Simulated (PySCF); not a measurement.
A GIAO shielding run with PySCF (density fitting, non-relativistic, gas phase) on SMILES c1n[nH]cp1, C$_{2}$H$_{3}$N$_{2}$P:

```
$ OMP_NUM_THREADS=1 python probes_run.py task.json out

{"job": {"kind": "nmr", "xc": "LC-wPBE", "basis": "pcSseg-2", "pop": false}, "charge": 0, "multiplicity": 1}
C      1.318091    -0.159537    -0.148885
N      0.683576     0.991713    -0.072336
N     -0.615940     0.750220     0.014212
C     -1.024979    -0.531546     0.009009
P      0.313853    -1.620134    -0.115865
H      2.407511    -0.132626    -0.226225
H     -1.232474     1.553359     0.079828
H     -2.092544    -0.741835     0.079641
```

Hardware: 1 thread of an Arm Neoverse V1, shared host. The job also computes ring-centre shieldings.

(1) How large is the calculation?

(2) How long does it take, and how much memory does it need?

(3) And these other runs on the same molecule and hardware: GIAO shielding at B97-2/pcSseg-2; GIAO shielding at BHandHLYP/pcSseg-2; GIAO shielding at CAM-B3LYP/pcSseg-2; GIAO shielding at PBE0/6-311+G(2d,p); GIAO shielding at PBE0/6-31G; GIAO shielding at PBE0/6-31G*?

Results:

(1) 44 electrons, 229 basis functions and 641 auxiliary functions.

(2) 31 s of wall time, with 15 SCF cycles and 7 response iterations; peak memory 1.1 GiB. Times on a shared host scatter by some tens of per cent.

(3) B97-2/pcSseg-2: 229 functions, 15 s; BHandHLYP/pcSseg-2: 229 functions, 16 s; CAM-B3LYP/pcSseg-2: 229 functions, 22 s; PBE0/6-311+G(2d,p): 161 functions, 10 s; PBE0/6-31G: 55 functions, 3.8 s; PBE0/6-31G*: 80 functions, 4.9 s.
